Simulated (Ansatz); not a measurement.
Species: CH₃, SMILES `[CH3]` (charge 0, multiplicity 2).

Problem. Give a relaxed geometry from B3LYP-D3(BJ)/def2-TZVP run with Ansatz (an electronic-structure program).

Solution. the end point of this relaxation (outside a Z-matrix the atoms follow the SMILES, hydrogens last).
Cartesian coordinates (Å) in one orientation:
```xyz
4

C      0.000     0.000     0.000
H      1.032    -0.315    -0.001
H     -0.789    -0.736    -0.004
H     -0.243     1.051     0.006
```
